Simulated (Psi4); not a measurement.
# One shape, several levels: doublet BPH5

Wanted: a comparison of 3 runs (UB3LYP/def2-TZVP, UBHLYP/def2-TZVP, UM06-L/def2-TZVP) of doublet BPH5. 

The calculation is run with Psi4 1.11.

2 further runs of the same task are left out: 2 set aside as unsound or not needed.

## (1) The molecule

BPH5: 7 atoms, total charge 0, spin state doublet. SMILES of the parent species: `[BH3-]P`. The coordinates come from a GFN2-xTB relaxation. That shape belongs to the parent species and isn't relaxed for this state.

Bond lengths: B1–P2 1.992 Å, B1–H3 1.212 Å, B1–H4 1.212 Å, B1–H5 1.210 Å, P2–H6 1.385 Å, P2–H7 1.385 Å. Angles: B1–P2–H6 99.5°, B1–P2–H7 99.7°, P2–B1–H3 106.1°, P2–B1–H4 106.1°, P2–B1–H5 108.9°, H6–P2–H7 90.6°, H3–B1–H4 110.9°, H3–B1–H5 112.3°, H4–B1–H5 112.2°.

## (2) Energy and gradient at UB3LYP/def2-TZVP (run 1)

File calc.py:

```python
import psi4

psi4.set_memory(1600000000)
psi4.set_num_threads(1)
psi4.set_output_file('output.dat', False)

molecule = psi4.geometry("""
0 2
B     -0.506120    -0.519900    -0.363840
P      0.697480     0.300190     0.995330
H     -1.584360    -0.644230     0.174420
H     -0.027360    -1.601150    -0.627340
H     -0.557520     0.205550    -1.330350
H      0.219110     1.599520     0.971100
H      1.758760     0.660030     0.180690
units angstrom
symmetry c1
""")

psi4.set_options({
    'basis': 'def2-TZVP',
    'reference': 'uks',
    'puream': True,
    'e_convergence': 1e-09,
    'd_convergence': 1e-08,
    'scf_type': 'pk',
    'dft_radial_points': 99,
    'dft_spherical_points': 590,
    'maxiter': 200,
})

e, wfn = psi4.gradient("b3lyp", molecule=molecule, return_wfn=True)
psi4.oeprop(wfn, "QUADRUPOLE", "DIPOLE", "MULLIKEN_CHARGES")
print('gradient / Eh bohr^-1')
print(e.np.round(6))
print(f'energy = {wfn.energy():.10f} Eh')
```

Launch:

```bash
$ python calc.py
```

output.dat:

```text
[...]
  Running in c1 symmetry.
[...]
  Nuclear repulsion =   51.156154058888333
[...]
  Multiplicity = 2
[...]
  Nalpha       = 13
  Nbeta        = 12
[...]
    Number of basis functions: 98
[...]
   @UKS iter   1:  -368.87695516686756   -1.70323e-01   6.88914e-03 DIIS/ADIIS
[...]
   @UKS iter  15:  -369.16547522680145   -2.55795e-12   3.97119e-09 DIIS
[...]
   @S^2 Observed:                7.555807317E-01
[...]
  @UKS Final Energy:  -369.16547522680145
   => Energetics <=
    Nuclear Repulsion Energy =             51.1561540588883332
    One-Electron Energy =                -608.9407519740977932
    Two-Electron Energy =                 212.1380162352494381
    DFT Exchange-Correlation Energy =     -23.5188935468414151
    Empirical Dispersion Energy =           0.0000000000000000
    VV10 Nonlocal Energy =                  0.0000000000000000
    Total Energy =                       -369.1654752268014477
[...]
  -Total Gradient:
     Atom            X                  Y                   Z
    ------   -----------------  -----------------  -----------------
       1        0.022305917013     0.043614078862    -0.008391521286
       2        0.013068114998    -0.005754519034     0.032567412845
       3       -0.003600307156    -0.001119331874     0.000883453202
       4        0.000547568850    -0.003608768916    -0.001190349204
       5       -0.013557499540    -0.017144592386    -0.005902770116
       6        0.002425792892    -0.015360727112    -0.015065073938
       7       -0.021189290915    -0.000625908671    -0.002900887918
[...]
```

The script printed:

```text
gradient / Eh bohr^-1
[[ 0.022306  0.043614 -0.008392]
 [ 0.013068 -0.005755  0.032567]
 [-0.0036   -0.001119  0.000883]
 [ 0.000548 -0.003609 -0.00119 ]
 [-0.013557 -0.017145 -0.005903]
 [ 0.002426 -0.015361 -0.015065]
 [-0.021189 -0.000626 -0.002901]]
energy = -369.1654752268 Eh
```

Wall time 41 s (1 thread of Intel Xeon Platinum 8488C (Sapphire Rapids), shared host); peak memory 0.75 GiB.

## (3) Energy and forces at UBHLYP/def2-TZVP (run 2)

File bh5p.in:

```
memory 1.6 GB

molecule m {
  0 2
  B
  P 1 1.99212
  H 1 1.211521 2 106.07151
  H 1 1.211505 3 110.90044 2 114.74819
  H 1 1.209571 4 112.22692 3 -126.44157
  H 2 1.384804 1 99.53269 5 46.26201
  H 2 1.385438 6 90.60908 1 99.94582
  units angstrom
  symmetry c1
  no_reorient
  no_com
}

set reference uks
set puream true
set e_convergence 1e-09
set d_convergence 1e-08
set scf_type pk
set dft_radial_points 99
set dft_spherical_points 590
set maxiter 200

result, w = gradient('bhhlyp/def2-TZVP', return_wfn=True)
oeprop(w, 'WIBERG_LOWDIN_INDICES', 'LOWDIN_CHARGES', 'MAYER_INDICES')
```

Launch:

```bash
$ psi4 -i bh5p.in -o bh5p.out -n 1
```

bh5p.out:

```text
[...]
  Running in c1 symmetry.
[...]
  Nuclear repulsion =   51.156161581558976
[...]
  Multiplicity = 2
[...]
  Nalpha       = 13
  Nbeta        = 12
[...]
    Number of basis functions: 98
[...]
   @UKS iter   1:  -368.93253031729063   -3.25546e-01   5.38204e-03 DIIS/ADIIS
[...]
   @UKS iter  15:  -369.11256839184534   -1.66551e-11   8.51536e-09 DIIS
[...]
   @S^2 Observed:                7.598229738E-01
[...]
  @UKS Final Energy:  -369.11256839184534
   => Energetics <=
    Nuclear Repulsion Energy =             51.1561615815589761
    One-Electron Energy =                -608.8642508698088704
    Two-Electron Energy =                 203.5929015975401626
    DFT Exchange-Correlation Energy =     -14.9973807011356275
    Empirical Dispersion Energy =           0.0000000000000000
    VV10 Nonlocal Energy =                  0.0000000000000000
    Total Energy =                       -369.1125683918453433
[...]
  -Total Gradient:
     Atom            X                  Y                   Z
    ------   -----------------  -----------------  -----------------
       1        0.034000174958    -0.020260938126     0.036398866980
       2       -0.024979482759     0.015141426473     0.023173114330
       3       -0.000159320180     0.005451590175    -0.004324425208
       4       -0.004882280773    -0.002432863407    -0.004259111902
       5       -0.006150031193     0.003673859827    -0.022052982701
       6       -0.005309026991    -0.011249768377    -0.014523565728
       7        0.007479985021     0.009676670252    -0.014411619588
[...]
```

Run time: 37 s. Hardware: 1 thread of Intel Xeon Platinum 8488C (Sapphire Rapids), shared host; peak memory 0.75 GiB.

## (4) The energy at UM06-L/def2-TZVP (run 3)

File bh5p.in:

```
memory 1600 MB

molecule m {
  0 2
  B     -0.506120    -0.519900    -0.363840
  P      0.697480     0.300190     0.995330
  H     -1.584360    -0.644230     0.174420
  H     -0.027360    -1.601150    -0.627340
  H     -0.557520     0.205550    -1.330350
  H      0.219110     1.599520     0.971100
  H      1.758760     0.660030     0.180690
  symmetry c1
  no_reorient
  no_com
}

set reference uks
set puream true
set e_convergence 1e-09
set d_convergence 1e-08
set scf_type pk
set dft_radial_points 99
set dft_spherical_points 590
set maxiter 200

energy_value, wavefunction = energy("m06-l/def2-TZVP", return_wfn=True)
oeprop(wavefunction, "MULLIKEN_CHARGES", "DIPOLE", "QUADRUPOLE", title="M06-L")
```

Launch:

```bash
$ psi4 bh5p.in bh5p.out -n 1
```

bh5p.out:

```text
[...]
  Running in c1 symmetry.
[...]
  Nuclear repulsion =   51.156154058888333
[...]
  Multiplicity = 2
[...]
  Nalpha       = 13
  Nbeta        = 12
[...]
    Number of basis functions: 98
[...]
   @UKS iter   1:  -368.83103271062731   -1.62819e-01   7.01278e-03 ADIIS/DIIS
[...]
   @UKS iter  15:  -369.13436275482161   -9.66338e-13   5.77685e-09 DIIS
[...]
   @S^2 Observed:                7.562360395E-01
[...]
  @UKS Final Energy:  -369.13436275482161
   => Energetics <=
    Nuclear Repulsion Energy =             51.1561540588883332
    One-Electron Energy =                -609.0080550070073286
    Two-Electron Energy =                 217.8799657450462632
    DFT Exchange-Correlation Energy =     -29.1624275517488876
    Empirical Dispersion Energy =           0.0000000000000000
    VV10 Nonlocal Energy =                  0.0000000000000000
    Total Energy =                       -369.1343627548216091
[...]
 Multipole Moments:
 ------------------------------------------------------------------------------------
     Multipole            Electronic (a.u.)      Nuclear  (a.u.)        Total (a.u.)
 ------------------------------------------------------------------------------------
 L = 1.  Multiply by 2.5417464519 to convert [e a0] to [Debye]
 Dipole X            :        -13.8347812           14.6269148            0.7921336
 Dipole Y            :         -3.2944999            4.0120208            0.7175210
 Dipole Z            :        -22.8989262           23.5824025            0.6834764
 Magnitude           :                                                    1.2686418
 L = 2.  Multiply by 1.3450342976 to convert [e a0^2] to [Debye ang]
 Quadrupole XX       :        -68.6049058           51.9267901          -16.6781157
 Quadrupole XY       :        -24.9817559           24.7028889           -0.2788670
[...]
```

Run time: 56 s. Hardware: 1 thread of Intel Xeon Platinum 8488C (Sapphire Rapids), shared host; peak memory 0.83 GiB.

## (5) All runs side by side

```tsv
run	level	task	energy (Eh)	dipole moment (D)	HOMO energy (eV)	LUMO energy (eV)	wall time
1	UB3LYP/def2-TZVP	gradient	-369.165475	3.27	-8.28	-5.53	41 s
2	UBHLYP/def2-TZVP	gradient	-369.112568	3.53	-9.64	-4.22	37 s
3	UM06-L/def2-TZVP	energy	-369.134363	3.22	-7.38	-6.03	56 s
```

## (6) Results

| quantity | value |
| --- | --- |
| run 3: total energy | -369.13436 Eh |
| run 3: dipole moment | 3.22 D |
| run 3: HOMO energy (highest over α and β) | -7.38 eV |
| run 3: LUMO energy (lowest over α and β) | -6.03 eV |
| run 3: ⟨S²⟩ | 0.756 |

The dipole moment (its size) runs from 3.22 D (UM06-L/def2-TZVP) to 3.53 D (UBHLYP/def2-TZVP). Totals of different functionals can't be ranked against each other. All runs together took 2.2 min, the longest 56 s.
